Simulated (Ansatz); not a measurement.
# PH+ (doublet): wave-function methods side by side at distance P1–H2 = 2.705 Å, cc-pVTZ

Aim: climb from Hartree-Fock through coupled cluster and multireference methods for PH+ (doublet) at one geometry and basis, and see what each rung misses.

Program: Ansatz 0.2.0, Gaussian basis. Level of theory: cc-pVTZ, core rule «outside noble gas», up to 5 orbitals frozen. These are calculated values, not measurements.

The runs, in order: UHF; CCSD(T) on ROHF; CCSD(T) on UHF; BCCD(T) on ROHF; CISD; CCSDT(Q) on ROHF; CCSDT(Q) on UHF; CASSCF and MRCISD+Q, 3 electrons in 3 orbitals; CASSCF and NEVPT2, 3 electrons in 3 orbitals; CASSCF and MRCISD+Q, 5 electrons in 5 orbitals; CASSCF and NEVPT2, 5 electrons in 5 orbitals; Full CI.

27 further runs of the same task are left out: 1 for a known fault of the program, 20 that didn't finish, 6 set aside as unsound or not needed.

## (1) The system

The geometry derives from a PBE0/def2-TZVP stationary point (not a proven minimum). One bond is set to the value named and the two fragments are kept rigid.

2 atoms, charge 1, spin multiplicity 2.

Atoms are counted from 1 here; the program's logs count them from 0.

No contacts short enough for the rule that draws bonds.

## (2) UHF

Input file in.yaml:

```yaml
crystal:
  periodic: [false, false, false]
  atoms:
    - {symbol: P, position_ang: [0.000000, 0.000000, 0.000000]}
    - {symbol: H, position_ang: [0.000000, 0.000000, 2.705000]}
basis:
  gaussian: {orbitals: cc-pVTZ}
total_charge: 1
magnetization: {spin_polarized: true, initial_magnetization: 1}
hamiltonian: {xc: hf}
output: {orbitals: {seedname: orbitals}}
```

Launch:

```sh
$ ansatz run in.yaml --threads 1 --pin off --events-out ev --progress --plain --max-ram 2393MiB
```

The runs that follow: CCSD(T) on ROHF; CCSD(T) on UHF; BCCD(T) on ROHF; CISD; CCSDT(Q) on ROHF; CCSDT(Q) on UHF; CASSCF and MRCISD+Q, 3 electrons in 3 orbitals; CASSCF and NEVPT2, 3 electrons in 3 orbitals; CASSCF and MRCISD+Q, 5 electrons in 5 orbitals; CASSCF and NEVPT2, 5 electrons in 5 orbitals; Full CI.

**Question.** What will the summary of the whole plan be? Wanted: FCI below the RHF energy; RMP2 from FCI; UMP2 from FCI; RCCSD from FCI; RCCSD(T) from FCI; UCCSD(T) from FCI; RCCSDT(Q) from FCI; UCCSDT(Q) from FCI; NEVPT2 pair from FCI.

As calculated:

```
                         quantity                                                   value
         FCI below the RHF energy                                              -4.7513 eV
                    RMP2 from FCI                                           +154.0 kJ/mol
                    UMP2 from FCI                                            +84.6 kJ/mol
                   RCCSD from FCI                                            +29.7 kJ/mol
                RCCSD(T) from FCI                                             +5.5 kJ/mol
                UCCSD(T) from FCI                                            +12.0 kJ/mol
               RCCSDT(Q) from FCI                                             -0.1 kJ/mol
               UCCSDT(Q) from FCI                                             +0.1 kJ/mol
             NEVPT2 pair from FCI                                            +59.2 kJ/mol
          NEVPT2 valence from FCI                                            +52.7 kJ/mol
        MRCISD+Q valence from FCI                                             +1.4 kJ/mol
levels within 1 kcal/mol (43 meV)  RCCSDT, UCCSDT, RCCSDT(Q), UCCSDT(Q), MRCISD+Q valence
                    T1 diagnostic                                                   0.106
   effectively unpaired electrons                                                    2.03
```

RCCSD(T) misses by +5.5 kJ/mol, 1.2 % of the correlation energy. CCSD(T) misses by +5.5 kJ/mol on the restricted determinant and by +12.0 kJ/mol on the unrestricted one; the two need not hold the same state or core. With 2.0 effectively unpaired electrons against 1 the state is strongly multireference. Coupled cluster on one determinant still stays close here. Of the multireference levels listed MRCISD+Q valence comes nearest in total energy (+1.4 kJ/mol), which doesn't show that its space is the better one. Coupled cluster took another determinant than the lowest Hartree-Fock one. These misses are within one basis, not against nature; the frozen cores of restricted and unrestricted runs differ, which can shift their rows.
